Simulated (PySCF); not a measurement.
# CH₃, SMILES `[CH3]` (charge 0, multiplicity 2)

Calculation: PBE-D3(BJ)/def2-TZVP // CAM-B3LYP-D3(BJ)/def2-TZVP in PySCF 2.14.0.

```yaml
highest_occupied_spin_orbital: -5.38 eV
dipole_moment: 0.00 D
total_energy: -39.7888 Ha
cost: roughly 13 core-seconds
```

Bond lengths (Å): C1–H2 1.078, C1–H3 1.078, C1–H4 1.078. Bond angles (°): H2–C1–H3 120.0, H2–C1–H4 120.0, H3–C1–H4 120.0.
Charge 0, spin multiplicity 2.
